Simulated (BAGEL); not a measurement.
# doublet C2H4FNO+ at 4 levels

Aim: a comparison of 4 runs (UHF/STO-3G, UHF/3-21G, ROHF/6-31G*, ROHF/def2-SVP) of doublet C2H4FNO+. 

The calculation is run with BAGEL 1.2.2.

2 further runs of the same task are left out: 2 that didn't finish.

## (1) The structure to begin with

The species is C2H4FNO+ (9 atoms), meant as a doublet with charge +1. As SMILES of the parent species, `N/C=C(\O)F`. The coordinates come from a PBE0-D4/def2-TZVP relaxation. This is one conformer, not always the lowest. That shape belongs to the parent species and isn't relaxed for this state.

Bond lengths: N1–C2 1.399 Å, C2–C3 1.324 Å, C3–O4 1.346 Å, C3–F5 1.343 Å, N1–H6 1.010 Å, N1–H7 1.010 Å, C2–H8 1.082 Å, O4–H9 0.964 Å. Angles: N1–C2–C3 124.3°, C2–C3–O4 124.9°, C2–C3–F5 121.7°, O4–C3–F5 113.4°, N1–C2–H8 117.2°, C3–C2–H8 118.4°, C2–N1–H6 112.2°, C2–N1–H7 112.7°, C3–O4–H9 109.7°, H6–N1–H7 109.8°.

## (2) The energy at UHF/STO-3G (density fitting with qzvpp-jkfit) (run 1)

File input.json:

```json
{ "bagel": [

{
  "title": "molecule",
  "basis": "sto-3g",
  "df_basis": "qzvpp-jkfit",
  "angstrom": "true",
  "geometry": [
    { "atom": "N", "xyz": [   -0.396100,    0.066200,   -1.453200 ] },
    { "atom": "C", "xyz": [    0.563000,   -0.187600,   -0.466800 ] },
    { "atom": "C", "xyz": [    0.329700,   -0.119000,    0.835000 ] },
    { "atom": "O", "xyz": [   -0.795100,    0.366700,    1.391400 ] },
    { "atom": "F", "xyz": [    1.243900,   -0.510700,    1.737600 ] },
    { "atom": "H", "xyz": [   -1.222100,    0.510100,   -1.077100 ] },
    { "atom": "H", "xyz": [   -0.032200,    0.614300,   -2.219200 ] },
    { "atom": "H", "xyz": [    1.536700,   -0.521700,   -0.798800 ] },
    { "atom": "H", "xyz": [   -1.139400,   -0.264700,    2.033900 ] }
  ]
},
{
  "title": "uhf",
  "charge": 1,
  "nopen": 1
},
{
  "title": "print",
  "file": "orbitals.molden",
  "orbitals": "true"
}

]}
```

On the command line:

```bash
$ BAGEL_NUM_THREADS=1 BAGEL input.json > input.out
```

The program printed:

```text
* using 1 threads per process

  ===============================================================
  ===============================================================

  *** Geometry ***

  { "atom" : "N", "xyz" : [     -0.748521,      0.125100,     -2.746150 ] },
  { "atom" : "C", "xyz" : [      1.063916,     -0.354513,     -0.882124 ] },
  { "atom" : "C", "xyz" : [      0.623043,     -0.224877,      1.577921 ] },
  { "atom" : "O", "xyz" : [     -1.502521,      0.692963,      2.629365 ] },
  { "atom" : "F", "xyz" : [      2.350630,     -0.965083,      3.283588 ] },
  { "atom" : "H", "xyz" : [     -2.309434,      0.963949,     -2.035424 ] },
  { "atom" : "H", "xyz" : [     -0.060849,      1.160859,     -4.193680 ] },
  { "atom" : "H", "xyz" : [      2.903942,     -0.985870,     -1.509513 ] },
  { "atom" : "H", "xyz" : [     -2.153154,     -0.500211,      3.843514 ] },

  Number of auxiliary basis functions:      453

  Since a DF basis is specified, we compute 2- and 3-index integrals:
    o Being stored without compression. Storage requirement is 0.003 GB

  Number of basis functions:       29
  Number of electrons      :       40

    * METHOD: MOLECULE                             0.12

  *** Open-shell HF ***

  === Nuclear Repulsion ===
   177.5582969346

      * DIIS with orbital gradients will be used.

  === UHF iteration (sto-3g) ===
      0       -302.34738407          0.04567078           0.02
      1       -302.46697102          0.01856477           0.02
      2       -302.48435207          0.00743853           0.02
      3       -302.48788457          0.00149857           0.02
      4       -302.48866828          0.00092374           0.02
      5       -302.48924451          0.00083456           0.02
      6       -302.49001957          0.00063505           0.02
      7       -302.49065719          0.00041725           0.02
      8       -302.49093187          0.00013537           0.02
      9       -302.49094647          0.00005975           0.02
     10       -302.49094976          0.00002584           0.02
     11       -302.49095001          0.00001331           0.02
     12       -302.49095033          0.00000731           0.02
     13       -302.49095038          0.00000310           0.02
     14       -302.49095039          0.00000147           0.02
     15       -302.49095040          0.00000078           0.02
     16       -302.49095040          0.00000039           0.02
     17       -302.49095040          0.00000016           0.02
     18       -302.49095040          0.00000009           0.02
     19       -302.49095040          0.00000006           0.02
     20       -302.49095040          0.00000004           0.02
     21       -302.49095040          0.00000001           0.02
     22       -302.49095040          0.00000001           0.02
    * SCF iteration converged.

    * S^2 (UHF) is 0.7990

    * Permanent dipole moment:
           (    0.524206,    -0.142071,     1.350320) a.u.

    * METHOD: UHF                                  0.62

    * METHOD: PRINT                                0.00

  ===============================================================
```

Run time: 0.91 s. Hardware: 1 thread of Arm Neoverse V2, shared host; peak memory 0.081 GiB.

## (3) The energy at UHF/3-21G (density fitting with qzvpp-jkfit) (run 2)

File calc.json:

```json
{ "bagel": [

{
  "title": "molecule",
  "basis": "3-21g",
  "df_basis": "qzvpp-jkfit",
  "angstrom": true,
  "geometry": [
    { "atom": "N", "xyz": [      -0.396100,       0.066200,      -1.453200 ] },
    { "atom": "C", "xyz": [       0.563000,      -0.187600,      -0.466800 ] },
    { "atom": "C", "xyz": [       0.329700,      -0.119000,       0.835000 ] },
    { "atom": "O", "xyz": [      -0.795100,       0.366700,       1.391400 ] },
    { "atom": "F", "xyz": [       1.243900,      -0.510700,       1.737600 ] },
    { "atom": "H", "xyz": [      -1.222100,       0.510100,      -1.077100 ] },
    { "atom": "H", "xyz": [      -0.032200,       0.614300,      -2.219200 ] },
    { "atom": "H", "xyz": [       1.536700,      -0.521700,      -0.798800 ] },
    { "atom": "H", "xyz": [      -1.139400,      -0.264700,       2.033900 ] }
  ]
},

{ "title": "uhf", "charge": 1, "nopen": 1 },

{ "title": "print", "file": "orbitals.molden", "orbitals": true }

]}
```

On the command line:

```bash
$ BAGEL_NUM_THREADS=1 BAGEL calc.json > calc.out
```

The program printed:

```text
* using 1 threads per process

  ===============================================================
  ===============================================================

  *** Geometry ***

  { "atom" : "N", "xyz" : [     -0.748521,      0.125100,     -2.746150 ] },
  { "atom" : "C", "xyz" : [      1.063916,     -0.354513,     -0.882124 ] },
  { "atom" : "C", "xyz" : [      0.623043,     -0.224877,      1.577921 ] },
  { "atom" : "O", "xyz" : [     -1.502521,      0.692963,      2.629365 ] },
  { "atom" : "F", "xyz" : [      2.350630,     -0.965083,      3.283588 ] },
  { "atom" : "H", "xyz" : [     -2.309434,      0.963949,     -2.035424 ] },
  { "atom" : "H", "xyz" : [     -0.060849,      1.160859,     -4.193680 ] },
  { "atom" : "H", "xyz" : [      2.903942,     -0.985870,     -1.509513 ] },
  { "atom" : "H", "xyz" : [     -2.153154,     -0.500211,      3.843514 ] },

  Number of auxiliary basis functions:      453

  Since a DF basis is specified, we compute 2- and 3-index integrals:
    o Being stored without compression. Storage requirement is 0.010 GB

  Number of basis functions:       53
  Number of electrons      :       40

    * METHOD: MOLECULE                             0.12

  *** Open-shell HF ***

  === Nuclear Repulsion ===
   177.5582969346

      * DIIS with orbital gradients will be used.

  === UHF iteration (3-21g) ===
      0       -304.63147683          0.05462994           0.05
      1       -304.75189425          0.03473903           0.05
      2       -304.78651871          0.02255504           0.05
      3       -304.80971280          0.00162386           0.05
      4       -304.81092935          0.00100033           0.05
      5       -304.81170077          0.00094369           0.05
      6       -304.81249610          0.00076799           0.05
      7       -304.81348955          0.00058489           0.05
      8       -304.81400348          0.00024507           0.05
      9       -304.81403833          0.00014439           0.05
     10       -304.81405304          0.00006793           0.05
     11       -304.81405775          0.00004087           0.05
     12       -304.81405979          0.00001585           0.05
     13       -304.81405992          0.00001051           0.05
     14       -304.81406006          0.00000604           0.05
     15       -304.81406012          0.00000325           0.05
     16       -304.81406013          0.00000130           0.05
     17       -304.81406013          0.00000055           0.05
     18       -304.81406013          0.00000038           0.05
     19       -304.81406013          0.00000022           0.05
     20       -304.81406013          0.00000016           0.05
     21       -304.81406013          0.00000009           0.05
     22       -304.81406013          0.00000006           0.05
     23       -304.81406013          0.00000002           0.05
     24       -304.81406013          0.00000001           0.05
    * SCF iteration converged.

    * S^2 (UHF) is 0.8156

    * Permanent dipole moment:
           (    0.672849,    -0.102605,     1.698585) a.u.

    * METHOD: UHF                                  1.33

    * METHOD: PRINT                                0.01

  ===============================================================
```

It took 1.6 s on 1 thread of Arm Neoverse V2, shared host; peak memory 0.081 GiB.

Run 3 isn't shown in full; the table further down has it.

## (4) A single-point energy at ROHF/def2-SVP (density fitting with qzvpp-jkfit) (run 4)

File hf.json:

```json
{ "bagel" : [

{
  "title" : "molecule",
  "basis" : "svp",
  "df_basis" : "qzvpp-jkfit",
  "angstrom" : "true",
  "geometry" : [
    { "atom" : "N", "xyz" : [   -0.396100,    0.066200,   -1.453200 ] },
    { "atom" : "C", "xyz" : [    0.563000,   -0.187600,   -0.466800 ] },
    { "atom" : "C", "xyz" : [    0.329700,   -0.119000,    0.835000 ] },
    { "atom" : "O", "xyz" : [   -0.795100,    0.366700,    1.391400 ] },
    { "atom" : "F", "xyz" : [    1.243900,   -0.510700,    1.737600 ] },
    { "atom" : "H", "xyz" : [   -1.222100,    0.510100,   -1.077100 ] },
    { "atom" : "H", "xyz" : [   -0.032200,    0.614300,   -2.219200 ] },
    { "atom" : "H", "xyz" : [    1.536700,   -0.521700,   -0.798800 ] },
    { "atom" : "H", "xyz" : [   -1.139400,   -0.264700,    2.033900 ] }
  ]
},
{ "title" : "rohf", "charge" : 1, "nopen" : 1 },
{ "title" : "print", "file" : "orbitals.molden", "orbitals" : "true" }

]}
```

On the command line:

```bash
$ BAGEL_NUM_THREADS=1 BAGEL hf.json > hf.out
```

The program printed:

```text
* using 1 threads per process

  ===============================================================
  ===============================================================

  *** Geometry ***

  { "atom" : "N", "xyz" : [     -0.748521,      0.125100,     -2.746150 ] },
  { "atom" : "C", "xyz" : [      1.063916,     -0.354513,     -0.882124 ] },
  { "atom" : "C", "xyz" : [      0.623043,     -0.224877,      1.577921 ] },
  { "atom" : "O", "xyz" : [     -1.502521,      0.692963,      2.629365 ] },
  { "atom" : "F", "xyz" : [      2.350630,     -0.965083,      3.283588 ] },
  { "atom" : "H", "xyz" : [     -2.309434,      0.963949,     -2.035424 ] },
  { "atom" : "H", "xyz" : [     -0.060849,      1.160859,     -4.193680 ] },
  { "atom" : "H", "xyz" : [      2.903942,     -0.985870,     -1.509513 ] },
  { "atom" : "H", "xyz" : [     -2.153154,     -0.500211,      3.843514 ] },

  Number of auxiliary basis functions:      453

  Since a DF basis is specified, we compute 2- and 3-index integrals:
    o Being stored without compression. Storage requirement is 0.029 GB

  Number of basis functions:       90
  Number of electrons      :       40

    * METHOD: MOLECULE                             0.17

  *** Open-shell HF ***

  === Nuclear Repulsion ===
   177.5582969346

      * DIIS with orbital gradients will be used.

  === ROHF iteration (svp) ===
      0       -306.05097052          0.03697638           0.09
      1       -306.18463099          0.02496497           0.10
      2       -306.22574887          0.01680517           0.09
      3       -306.25979316          0.00107640           0.10
      4       -306.26009629          0.00052023           0.10
      5       -306.26018692          0.00021721           0.10
      6       -306.26023957          0.00013849           0.10
      7       -306.26027142          0.00010789           0.10
      8       -306.26029034          0.00006939           0.10
      9       -306.26030064          0.00003018           0.10
     10       -306.26031211          0.00001130           0.10
     11       -306.26031761          0.00000644           0.10
     12       -306.26031755          0.00000201           0.10
     13       -306.26031753          0.00000086           0.10
     14       -306.26031784          0.00000027           0.10
     15       -306.26031779          0.00000006           0.10
     16       -306.26031782          0.00000003           0.10
     17       -306.26031782          0.00000002           0.10
     18       -306.26031782          0.00000001           0.10
    * SCF iteration converged.

    * S^2 (ROHF) is 0.7500

    * Permanent dipole moment:
           (    0.389876,    -0.090921,     1.128640) a.u.

    * METHOD: ROHF                                 1.95

    * METHOD: PRINT                                0.01

  ===============================================================
```

Wall time 2.3 s (1 thread of Arm Neoverse V2, shared host); peak memory 0.12 GiB.

## (5) The series

```csv
run,level,energy (Eh),⟨S²⟩,wall time
1,UHF/STO-3G (density fitting with qzvpp-jkfit),-302.490950,0.799,0.91 s
2,UHF/3-21G (density fitting with qzvpp-jkfit),-304.814060,0.816,1.6 s
3,"ROHF/6-31G* (density fitting with qzvpp-jkfit, spherical functions)",-306.490065,0.750,2.1 s
4,ROHF/def2-SVP (density fitting with qzvpp-jkfit),-306.260318,0.750,2.3 s
```

## (6) Summary of results

| quantity | value |
| --- | --- |
| run 4: total energy | -306.26032 Eh |
| run 4: ⟨S²⟩ | 0.750 |

What this shows: In run 1 the basis is minimal, so the values are rough. All runs together took 6.9 s, the longest 2.3 s.
